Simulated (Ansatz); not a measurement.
We consider 2H MoTe2, described by r²SCAN in Ansatz (plane waves, PAW).

Task: What does this level give for the interlayer binding energy, layer repeat distance and gap between the layers?

Result: 
* **interlayer binding energy**: 5.6 meV/Å²
* **layer repeat distance**: 7.368 Å
* **gap between the layers**: 3.789 Å

Note: the cell comes from a level without a dispersion term, which matters for the spacing of layers, chains or molecules; the cell has widely spaced layers and the level no dispersion term, so their spacing and the moduli can rest on weak binding.

Spin–orbit coupling is not included.

Computed values are for the static lattice.

It cost roughly 6 core-minutes of CPU time.

Ansatz is a quantum-chemistry and plane-wave program.
